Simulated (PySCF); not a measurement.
**Electric properties by functional and basis**

Compound: H₅NOSi.
SMILES: `[SiH2](O)N`

PySCF, dipoles from the SCF density, polarisabilities from static response with core orbitals frozen. The structure is a single PBE0-D3(BJ)/def2-SVP conformer in the gas phase; no vibrational or solvent corrections.

Problem. How do dipole and polarisability depend on functional and basis here?

Solution. 

```json
{"level": "LDA/def2-SVPD", "μ (D)": "2.231", "α (Å³)": "6.47", "anisotropy (Å³)": "0.66"}
{"level": "PBE/def2-SVPD", "μ (D)": "2.187", "α (Å³)": "6.37", "anisotropy (Å³)": "0.68"}
{"level": "B3LYP/def2-SVPD", "μ (D)": "2.198", "α (Å³)": "6.08", "anisotropy (Å³)": "0.55"}
{"level": "PBE0/def2-SVPD", "μ (D)": "2.213", "α (Å³)": "6.01", "anisotropy (Å³)": "0.55"}
{"level": "BHandHLYP/def2-SVPD", "μ (D)": "2.229", "α (Å³)": "5.75", "anisotropy (Å³)": "0.45"}
{"level": "CAM-B3LYP/def2-SVPD", "μ (D)": "2.220", "α (Å³)": "5.97", "anisotropy (Å³)": "0.50"}
{"level": "wB97X-D/def2-SVPD", "μ (D)": "2.221", "α (Å³)": "5.97", "anisotropy (Å³)": "0.52"}
{"level": "LC-wPBE/def2-SVPD", "μ (D)": "2.239", "α (Å³)": "5.84", "anisotropy (Å³)": "0.48"}
{"level": "HF/def2-SVPD", "μ (D)": "2.279", "α (Å³)": "5.40", "anisotropy (Å³)": "0.35"}
{"level": "PBE0/6-31G*", "μ (D)": "2.494", "α (Å³)": "4.42", "anisotropy (Å³)": "0.46"}
{"level": "PBE0/6-31+G*", "μ (D)": "2.428", "α (Å³)": "5.28", "anisotropy (Å³)": "0.55"}
{"level": "PBE0/def2-SVP", "μ (D)": "2.412", "α (Å³)": "4.67", "anisotropy (Å³)": "0.42"}
{"level": "PBE0/aug-cc-pVDZ", "μ (D)": "2.129", "α (Å³)": "6.18", "anisotropy (Å³)": "0.61"}
{"level": "PBE0/def2-TZVP", "μ (D)": "2.286", "α (Å³)": "5.43", "anisotropy (Å³)": "0.53"}
{"level": "PBE0/def2-TZVPD", "μ (D)": "2.165", "α (Å³)": "6.12", "anisotropy (Å³)": "0.58"}
{"level": "PBE0/aug-cc-pVTZ", "μ (D)": "2.143", "α (Å³)": "6.18", "anisotropy (Å³)": "0.59"}
```

The anisotropy is √(½[(α1 − α2)² + (α2 − α3)² + (α3 − α1)²]). The dipole runs from 2.13 D (PBE0/aug-cc-pVDZ) to 2.49 D (PBE0/6-31G*). No reference polarisability is at hand; against PBE0 in the largest diffuse basis at hand (aug-cc-pVTZ) the other PBE0 rows deviate by 6-31G* -28%, 6-31+G* -15%, def2-SVP -24%, def2-SVPD -3%, aug-cc-pVDZ 0%, def2-TZVP -12%, def2-TZVPD -1%. In one basis (def2-SVPD) the functionals order the polarisability from HF (lowest) to LDA (highest), a spread of 20%. With PBE0 the polarisability is 4.84 Å³ without diffuse functions (mean of 6-31G*, def2-SVP and def2-TZVP) and 5.95 Å³ with them (mean of 6-31+G*, def2-SVPD, aug-cc-pVDZ, def2-TZVPD and aug-cc-pVTZ).
